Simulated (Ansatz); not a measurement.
Worked example: the enthalpy of formation of SClO2F (sulfuryl chloride fluoride)

The species is SClO2F (5 atoms), meant as a singlet with charge 0. SMILES: `O=S(=O)(F)Cl`. Geometry: relaxed at PBE0-D4/def2-TZVP.

Total energies at r2SCAN/def2-SVP (Ansatz 0.2.0); the atoms run unrestricted:

| species | state | energy (Eh) |
| --- | --- | --- |
| SClO2F | singlet | -1107.972107 |
| O | triplet | -74.963588 |
| S | triplet | -397.949243 |
| F | doublet | -99.598773 |
| Cl | doublet | -459.959986 |

Harmonic wavenumbers at PBE0-D4/def2-TZVP, in cm⁻¹: 290, 302, 421, 475, 505, 636, 844, 1265, 1507.

Measured heats of formation of the gaseous atoms at 298.15 K, in kJ/mol: O 249.2, S 277.0, F 79.4, Cl 121.3. Spin-orbit lowering of the atoms at 298 K (mean of the ground term's levels less their thermal mean, from spectra), in kJ/mol: O 0.40, S 1.88, F 1.29, Cl 3.44. Take 1 Eh = 2625.50 kJ/mol, 1 cm⁻¹ = 0.0119627 kJ/mol, RT = 2.479 kJ/mol.

Question: What heat of formation follows?

Answer: 
1. Electronic atomisation energy: 2 × (-74.963588) + (-397.949243) + (-99.598773) + (-459.959986) − (-1107.972107) = 0.536929 Eh = 1409.7 kJ/mol.
2. Zero-point energy: half the sum of the wavenumbers, 3122.5 cm⁻¹ = 37.4 kJ/mol.
3. Thermal vibrational enthalpy, Σ hcν̃/(exp(hcν̃/kT) − 1): 4.8 kJ/mol. Translation, rotation and pV of a non-linear molecule: 4 RT = 9.9 kJ/mol.
4. The 5 free atoms carry 5/2 RT each: 31.0 kJ/mol.
5. Spin-orbit coupling lowers the free atoms by 2 × 0.40 + 1.88 + 1.29 + 3.44 = 7.4 kJ/mol.
6. Atomisation enthalpy at 298 K: 1409.7 − 7.4 − 37.4 − 4.8 − 9.9 + 31.0 = 1381.2 kJ/mol.
7. Sum of the atoms' heats of formation: 976.1 kJ/mol. Heat of formation: 976.1 − 1381.2 = -405.1 kJ/mol.

The tabulated value is -556.5 kJ/mol (NIST-JANAF tables; in doubt, as an older value, an estimate or one at odds with other calculations), so this level is off by +151.4 kJ/mol, or 9.9 % of the atomisation enthalpy that the table implies (1532.6 kJ/mol). Anharmonicity and any spin-orbit splitting of the molecule are left out.
